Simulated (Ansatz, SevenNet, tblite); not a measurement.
**Ladder of methods for the equilibrium lattice constant a of 2H WS2**

Reference value: 3.153 Å (measured, 300 K, not corrected to a static lattice; as tabulated in arXiv:1605.07067).

```
level (code)              value (Å)
------------------------  ---------
GFN2-xTB (tblite)             3.207
SevenNet-l3i5 (SevenNet)      3.191
LDA (Ansatz)                    ___
PBE (Ansatz)                  3.188
PBE-D4 (Ansatz)               3.156
r²SCAN+rVV10 (Ansatz)         3.170
HSE06 (Ansatz)                  ___
```

Problem. What belongs in the gaps?

Solution. 
- LDA (Ansatz, a first-principles code), value (Å): 3.127
- HSE06 (Ansatz), value (Å): 3.158

Differences against the reference: GFN2-xTB +1.71 %, SevenNet-l3i5 +1.21 %, LDA -0.82 %, PBE +1.11 %, PBE-D4 +0.10 %, r²SCAN+rVV10 +0.54 %, HSE06 +0.16 %.

The reference is not for a static lattice or low temperature, so close values are not ranked against it. Off by more than 1.25 % (a bound picked here): GFN2-xTB (+1.71 %).

The measured value isn't corrected to a static lattice, so vibrations enter the comparison. A static lattice is as a rule a little smaller than the measured one.  Density-functional levels without +SOC have no spin–orbit coupling. GFN2-xTB: the method was fitted mainly to molecules. GFN2-xTB: the run uses a supercell at the zone centre in place of a k mesh. LDA, PBE, HSE06: the cell comes from a level without a dispersion term, which matters for the spacing of layers, chains or molecules. Cutoffs and k meshes differ between the levels. Ansatz's density-functional and Hartree–Fock values are scalar-relativistic unless marked +SOC, with PAW data made under PBE.

Machine-learned potentials (SevenNet-l3i5) are trained on DFT data, which may include these solids.

Differences are worked out from the printed values.
